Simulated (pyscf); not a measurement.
## Four-centre exchange: :HSi–Cl [singlet] + ammonia (NH₃) → H₂N–SiH: [singlet] + hydrogen chloride (HCl)

Gas phase, singlet surface, charge 0. Bonds broken: Si1–Cl2, N4–H5. Bonds formed: Si1–N4, Cl2–H5. Single points on ωB97X-D3(BJ)/def2-SVP structures (PySCF, gas phase). MP2 and CC: frozen core, UHF for open shells. ΔMP2 is the change of the MP2 total energy from the triple- to the quadruple-zeta basis.

Transition state (Å):

```xyz
7

Si     0.3353    -0.6245     1.0939
Cl    -1.9420     0.2697     2.2334
H     -0.4676    -1.8363     0.6356
N     -0.4180     0.4685    -0.1599
H     -1.4901     0.6368     0.9546
H      0.0572     1.3410    -0.3845
H     -0.8742     0.0898    -0.9882
```

One imaginary mode, 478i cm⁻¹; descent along it reached the two sides named, in the forms told below.

```
bond     change  reactant side (Å)  saddle  product side
-------  ------  -----------------  ------  ------------
Si1–Cl2  breaks              2.163     2.7           3.3
N4–H5    breaks              1.024   1.556         2.184
Si1–N4    forms              2.058   1.826         1.740
Cl2–H5    forms                2.8   1.405         1.294
```

Electronic energies relative to the separated reactants (eV):

| level | barrier | reaction energy | reverse barrier |
|---|---|---|---|
| ωB97X-D3(BJ)/def2-TZVP | 0.19 | +0.14 | 0.05 |
| PBE/def2-TZVP | 0.07 | +0.11 | -0.05 |
| r²SCAN/def2-TZVP | 0.09 | +0.08 | 0.00 |
| B3LYP-D3(BJ)/def2-TZVP | 0.17 | +0.10 | 0.07 |
| PBE0-D3(BJ)/def2-TZVP | 0.09 | +0.11 | -0.03 |
| M06-2X/def2-TZVP | 0.20 | +0.10 | 0.10 |
| ωB97M-D3(BJ)/def2-TZVP | 0.22 | +0.09 | 0.12 |
| HF/def2-TZVP | 0.80 | +0.13 | 0.67 |
| MP2/def2-QZVPP | 0.21 | +0.09 | 0.12 |
| CCSD/def2-TZVPP | 0.39 | +0.07 | 0.32 |
| CCSD(T)/def2-TZVPP | 0.29 | +0.06 | 0.23 |
| CCSD(T)/def2-TZVPP + ΔMP2(QZVPP) | 0.30 | +0.08 | 0.22 |

With CCSD(T)/def2-TZVPP + ΔMP2(QZVPP) energies and thermal terms (ideal gas, 1 atm, RRHO with modes under 100 cm⁻¹ raised to 100, one conformer, R ln 2 for rigid chiral ones), in eV:

| T (K) | ΔH‡ | ΔG‡ | ΔH | ΔG |
|---|---|---|---|---|
| 298 | 0.23 | 0.68 | +0.03 | +0.07 |
| 600 | 0.24 | 1.14 | +0.05 | +0.10 |
| 900 | 0.27 | 1.59 | +0.07 | +0.12 |
| 1200 | 0.31 | 2.03 | +0.09 | +0.13 |

On the reactant side the descent ends in an adduct with a N–Si contact, 1.28 eV under the separated species and 1.47 eV under the saddle at ωB97X-D3(BJ)/def2-TZVP. At PBE, PBE0-D3(BJ) the saddle lies under the separated products, which points to a path from their complex (located at ωB97X-D3(BJ) alone), and parting the products costs more than the saddle. What is counted as formed (N–Si) is already present as a longer contact in the reactant adduct; forming that adduct is a step of its own. This is the saddle that the search found; another between the same sides may lie lower. The CCSD(T) − MP2 part came from Ansatz, without density fitting, on the same reference.
